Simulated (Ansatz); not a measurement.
System: hcp Ru. Method: PBEsol in Ansatz (plane waves, PAW).

Settings: plane-wave cutoff 500 eV, 14×12×1 k mesh (along the axes of the cell as run), Fermi–Dirac smearing 0.1 eV, scalar-relativistic PAW data made under PBE.

Give the computed surface energy of the (11-20) face and work function of the (11-20) face.


* **surface energy of the (11-20) face**: 3.87 J/m²
* **work function of the (11-20) face**: 4.54 eV

The slab of 20 atoms is relaxed and unreconstructed.

The computed numbers hold no vibrational or temperature effects.

Ansatz is a quantum-chemistry and plane-wave program.
